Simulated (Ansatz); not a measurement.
`FC1=CCC1`. The species carries charge 0 and has multiplicity 1.

```xyz
10

F    -1.316    1.799    0.864
C    -0.631    0.822    0.291
C    -0.575    0.353   -0.950
C     0.446   -0.690   -0.541
C     0.353   -0.112    0.907
H    -1.053    0.599   -1.887
H     0.117   -1.728   -0.625
H     1.433   -0.586   -0.997
H     1.272    0.342    1.284
H    -0.046   -0.800    1.655
```

Problem. What are the harmonic wavenumbers in cm⁻¹ at PBE0-D4/def2-TZVP (Ansatz, finite differences of forces, unscaled)? (Best estimate.)

Solution. Ansatz gave: 253, 423, 455, 672, 789, 879, 904, 940, 1003, 1044, 1100, 1167, 1183, 1213, 1247, 1350, 1463, 1491, 1742, 3065, 3074, 3111, 3126, 3250.

Problem. Is this a minimum?

Solution. Yes, all 24 modes are real.

Problem. Give the ideal-gas thermochemistry at 298.15 K and 1 bar (rigid rotor, harmonic oscillator; point group Cs, symmetry number 1).

Solution. Zero-point energy 209.0 kJ/mol; H(298) − E = 223.1 kJ/mol; entropy 286.5 J/(mol·K), of which translation 162.2, rotation 104.3, vibration 20.0; G(298) − E = 137.6 kJ/mol.

Problem. And at 400, 500, 600, 800 and 1000 K?

Solution. 
```json
{"T (K)": "400", "H − E (kJ/mol)": "231.8", "S (J/mol/K)": "311.4", "G − E (kJ/mol)": "107.2"}
{"T (K)": "500", "H − E (kJ/mol)": "242.5", "S (J/mol/K)": "335.2", "G − E (kJ/mol)": "74.8"}
{"T (K)": "600", "H − E (kJ/mol)": "254.9", "S (J/mol/K)": "358.0", "G − E (kJ/mol)": "40.2"}
{"T (K)": "800", "H − E (kJ/mol)": "284.0", "S (J/mol/K)": "399.6", "G − E (kJ/mol)": "-35.7"}
{"T (K)": "1000", "H − E (kJ/mol)": "317.1", "S (J/mol/K)": "436.5", "G − E (kJ/mol)": "-119.4"}
```
